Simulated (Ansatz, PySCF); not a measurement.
Band gap (eV) of solids drawn from the class of oxides, at two levels: PBE in Ansatz (plane waves, PAW), and G0W0@PBE (Ansatz, an electronic-structure program, PySCF; the runs differ in potentials, basis or settings).

PBE values are at the measured cell, G0W0@PBE values at the measured cell.

```tsv
solid	PBE	G0W0@PBE
rock-salt MgO	4.78	?
rock-salt BaO	2.04	3.63
α-quartz (SiO2)	6.01	9.40
rock-salt SrO	3.32	5.30
corundum (α-Al2O3)	6.25	9.18
rock-salt CaO	3.66	6.12
stishovite (SiO2)	5.62	8.78
```

Q: Estimate the withheld G0W0@PBE value from the other rows.

A: One way: carry over the typical difference. The differences G0W0@PBE − PBE of the other rows, in order: 1.59, 1.98, 2.46, 2.93, 3.16, 3.39; median 2.695. Rock-salt MgO: 4.78 + (2.695) = 7.47 eV; the run gives 7.32 eV. The differences spread from 1.59 to 3.39, so such an estimate is rough.

Over all 7 rows G0W0@PBE is the larger in 7.

Levels without +SOC have no spin–orbit coupling; where heavier elements are present it shifts gaps, mostly down, and can invert bands. Density-functional gaps are differences of (generalised) Kohn–Sham levels. Ansatz's density-functional and Hartree–Fock values are scalar-relativistic unless marked +SOC, with PAW data made under PBE.
